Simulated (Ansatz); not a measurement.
# Si2P+ (quintet): from Hartree-Fock to the top rungs, cc-pVDZ

One table from this session's results is given with a row withheld; the runs are named, their logs left out.

Computed with Ansatz 0.2.0, Gaussian basis. Level: cc-pVDZ, core rule «outside noble gas», up to 15 orbitals frozen.

To be run: UHF; CCSD(T) on ROHF; CCSD(T) on UHF; BCCD(T) on ROHF; CISD as a restricted active space (open shells left free, so some higher excitations enter); CCSDT(Q) on ROHF; CCSDT(Q) on UHF; CASSCF and MRCISD+Q, 10 electrons in 11 orbitals; CASSCF and NEVPT2, 10 electrons in 11 orbitals.

31 further runs of the same task are left out: 2 for a known fault of the program, 16 that didn't finish, 13 set aside as unsound or not needed. Runs told in other sessions of the task aren't counted.

### The system

The geometry is a PBE0/def2-TZVP stationary point (not a proven minimum) of the parent state, kept for this charge and spin.

3 atoms, charge 1, spin multiplicity 5.

Atoms are counted from 1 here; the program's logs count them from 0.

Bond lengths: P1–Si2 2.102 Å, Si2–Si3 2.227 Å. Angles: P1–Si2–Si3 180.0°.

Set-up of the first run:

File in.yaml:

```yaml
crystal:
  periodic: [false, false, false]
  atoms:
    - {symbol: P, position_ang: [0.000000, 0.000000, -2.143900]}
    - {symbol: Si, position_ang: [0.000000, 0.000000, -0.041700]}
    - {symbol: Si, position_ang: [0.000000, 0.000000, 2.185600]}
basis:
  gaussian: {orbitals: cc-pVDZ}
total_charge: 1
magnetization: {spin_polarized: true, initial_magnetization: 4}
hamiltonian: {xc: hf}
output: {orbitals: {seedname: orbitals}}
```

On the command line:

```
ansatz run in.yaml --threads 1 --pin off --events-out ev --progress --plain --max-ram 2393MiB
```

Steps of the session up to this table: UHF; CCSD(T) on ROHF; CCSD(T) on UHF; BCCD(T) on ROHF; CISD as a restricted active space (open shells left free, so some higher excitations enter); CCSDT(Q) on ROHF; CCSDT(Q) on UHF; CASSCF and MRCISD+Q, 10 electrons in 11 orbitals; CASSCF and NEVPT2, 10 electrons in 11 orbitals.

One of the session's tables, all rows but one given; the rest of the session is left out.

| method | from RCCSDT(Q) (kcal/mol) |
| --- | --- |
| ROHF | +162.98 |
| UHF | +156.59 |
| RMP2 | +36.18 |
| UMP2 | +37.47 |
| CISD | +24.58 |
| RCCSD | +9.18 |
| UCCSD | +8.99 |
| RCCSD(T) | +2.11 |
| UCCSD(T) | +2.14 |
| BCCD(T) | +2.11 |
| RCCSDT | ? |
| UCCSDT | +0.59 |
| RCCSDT(Q) | 0 |
| UCCSDT(Q) | -0.03 |
| CASSCF valence | +117.69 |
| NEVPT2 valence | +25.83 |
| MRCISD valence | +12.27 |
| MRCISD+Q valence | +0.54 |

**Question.** Estimate the row for RCCSDT.

**Answer.** from RCCSDT(Q) (kcal/mol): +0.61. In the column «from RCCSDT(Q) (kcal/mol)» it lies between UCCSDT (+0.59) and RCCSD(T) (+2.11).

Caveats from the session: Restricted and unrestricted rows rest on different reference determinants; a gap between their highest levels can come from leftover correlation error, from unlike frozen cores or from another state.
